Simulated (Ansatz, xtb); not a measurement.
## CH2BN (BH2(CN)): methods side by side

CH2BN has 5 atoms, charge 0, and is taken as a singlet. SMILES: `[H]B([H])C#N`. The coordinates come from a GFN2-xTB relaxation.

Each level gives the vertical energy of the triplet above the singlet (eV). The values are calculated.

```tsv
level	kind	program	value (eV)	CPU time (all runs)
GFN1-xTB	semi-empirical	xtb	3.83	under 2 s
SVWN5/STO-3G	LDA	Ansatz	4.68	1.9 s
BLYP/STO-3G	GGA	Ansatz	4.75	3.4 s
revPBE/STO-3G	GGA	Ansatz	4.71	3.5 s
r2SCAN/STO-3G	meta-GGA	Ansatz	4.76	7.9 s
BHLYP/STO-3G	global hybrid	Ansatz	5.40	2.9 s
wB97X/STO-3G	range-separated hybrid	Ansatz	5.49	16 s
B2PLYP/STO-3G	double hybrid	Ansatz	5.70	4.2 s
MP2/STO-3G	perturbation theory	Ansatz	6.93	0.38 s
CCSDTQ/STO-3G	coupled cluster or CI	Ansatz	6.30	2 min
```

The values span 3.83 to 6.93 eV. The xTB rows lack spin polarisation, so open shells miss the exchange term that lowers them. All rows use very small basis sets, so even the best lies far from the true value. Times are those of the runs behind each value, whatever else they computed, on shared processors of several kinds: orders of magnitude only.
